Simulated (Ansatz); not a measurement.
Frontier orbitals of C₄H₄F₂, SMILES `FC1=CCC1F`.

Cartesian coordinates in Å:
```
F 1.222 -1.260 -1.636
C 0.535 -0.669 -0.679
C -0.103 -1.101 0.403
C -0.520 0.306 0.789
C 0.148 0.764 -0.536
F 1.170 1.672 -0.404
H -0.303 -2.073 0.832
H -0.011 0.718 1.662
H -1.593 0.495 0.860
H -0.545 1.147 -1.291
```

Charge 0, multiplicity 1. The geometry is a stationary point of PBE0-D4/def2-TZVP. Basis def2-TZVPP, Ansatz.

Orbital energies of one run (eV). Highest occupied ones, from the top: -7.25, -9.07, -9.13, -10.64, -11.30, -11.63, -12.29, -13.01, -13.79, -14.45, -15.18, -15.95, -18.42, -18.79. Empty: -0.46, 1.27, 1.70, 2.04, 2.33, 2.88.

**Question.** Which functional gave them?
A. B97M-V
B. revPBE
C. HSE06 (plane-wave form)
D. LC-ωPBE

**Answer.** C. HOMO energies: HSE06 -7.25, B97M-V -6.69, LC-ωPBE -10.36, revPBE -6.35 eV.

LC-ωPBE has ω = 0.4 bohr⁻¹.
